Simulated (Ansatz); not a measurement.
Consider the substitution at a C–C bond: `CC#CC=S` + `[OH][MgH]` → `C[O][MgH]` + `C#CC=S`.

Gas-phase electronic energies from Ansatz, PBE0-D4/def2-TZVP geometries. CBS: MP2 limit from def2 TZ/QZ plus the TZ coupled-cluster correction, frozen cores. DFT in def2-TZVPP. B3LYP here is the variant with VWN-RPA as its local correlation; programs differ in this. For Mg outer-core shells are correlated without core-valence functions, which leaves a few kJ/mol of doubt a bond.

(1) Is it downhill or uphill in electronic energy at CCSD(T)/CBS, and by how much? (Estimate.)

(2) What do these levels give: PBE-D4, revPBE-D4, r2SCAN0-D4, PBE0, B3LYP, CCSD/def2-SVP? (An estimate is asked.)

Largest T1 diagnostic among the species: 0.016.

## Answers

(1) Computed: Uphill: ΔE = +0.90 eV.

(2) Computed: PBE-D4 0.95, revPBE-D4 0.93, r2SCAN0-D4 0.97, PBE0 0.96, B3LYP 0.88, CCSD/def2-SVP 0.73 eV.

Leaving LDA and LC-ωPBE aside and taking each functional with its dispersion term where it has one, the values, not all of them listed here, spread over 0.10 eV, from BLYP-D4 to r2SCAN0-D4. LDA lies +0.06 eV from PBE without D4. At CCSD(T), def2-SVP lies −0.16 eV from the extrapolated value and def2-TZVPP −0.03 eV.
